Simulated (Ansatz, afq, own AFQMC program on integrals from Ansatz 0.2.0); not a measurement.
# Atomization energy of BHO, singlet

```xyz
3

B     0.0000    0.0000    0.0084
O     0.0000    0.0000   -1.1895
H     0.0000    0.0000    1.1811
```

Connectivity, by distances: BH–O.

Atoms in their ground-state spins without spin–orbit coupling (mostly on UHF) minus the molecule (RHF), without zero-point energy. The geometry is a stationary point, not shown to be a minimum.

Basis cc-pVDZ. Only valence electrons are correlated. AFQMC by an in-house program on the Cholesky factors that Ansatz 0.2.0 writes for its CCSD(T) run. ph-AFQMC/CISD is guided by a CISD state made of CCSD amplitudes; releasing the constraint for a short imaginary time cuts its bias at the price of noise, slowly where states lie close. ± is one standard error of the sampling. The errors of all members are added in quadrature.

No full CI on the walks' own integrals is used here; CCSDT(Q) serves as the reference and is uncertain by about the last step of the cluster series. Each member takes its own surest rung, up to full CI.

Errors are counted within cc-pVDZ, not against nature.

Cautions: BHO (singlet): higher spins were not checked, raised T1 diagnostic (T1 0.022, weight of the determinant 0.90, largest double 0.06), its ph-AFQMC/CISD value lies 42 ± 13 meV above CCSDT(Q).

Reference (CCSDT(Q)): 1209.5 kJ/mol.

```tsv
level	atomization energy (kJ/mol)	error against CCSDT(Q) (kJ/mol)
HF	926.0	-283.5
MP2	1264.9	55.4
CCSD	1187.2	-22.3
CCSD(T)	1206.9	-2.6
ph-AFQMC/CISD	1205.8 ± 1.3	-3.7 ± 1.3
released AFQMC	1207.5 ± 2.0	-2.0 ± 2.0
```

Correlation beyond CCSD(T) adds 2.6 kJ/mol. The perturbative (T) step is worth +19.6 kJ/mol.

A walk keeps the symmetry of its determinant, which the program's search chose and which needn't be the lowest solution, so a lower state of the same spin and another symmetry isn't excluded. Released energies are given only where the last usable release times agree within the noise; a slower fall can still hide under it.
